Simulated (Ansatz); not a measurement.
**Scan of [Cl···H···Si], triplet**

Starting geometry:

```tsv
atom	x (Å)	y (Å)	z (Å)
Cl	0.0000	0.0000	-1.4636
H	0.0000	0.0000	-0.1848
Si	0.0000	0.0000	1.6484
```

From there H2 is moved from one fragment to the other while all else, the fragments' distance too, stays fixed; atoms are numbered as listed. Energies are in kcal/mol, counted from the starting geometry at the same level. Kohn–Sham curves are unrestricted where that lies lower.

Basis cc-pVTZ; Ansatz 0.2.0. Correlated methods freeze the noble-gas cores. Prefix R: restricted or restricted open-shell reference; prefix U: unrestricted.

Full CI isn't at hand for all of this; UCCSDT(Q) serves as the reference, and is uncertain by about the last step of the cluster series.

```
distance Cl1-H2 (Å)  UCCSDT(Q)   PBE  r2SCAN  PBE0  B3LYP  wB97X-V  wB97M-V  B2PLYP  RPA-PBE
              1.279        0.0   0.0     0.0   0.0    0.0      0.0      0.0     0.0      0.0
              1.335       -0.1  -1.5    -1.1  -0.9   -1.1     -0.5     -0.5    -0.6     -0.1
              1.447        2.7  -0.9    -0.1   0.8   -0.1      1.6      1.8     1.2      2.6
              1.560        7.6   2.7     3.7   5.0    3.2      5.9      6.2     5.3      7.0
              1.672       14.7   9.4    10.2  11.9    9.0     12.6     12.8    11.7     13.3
```
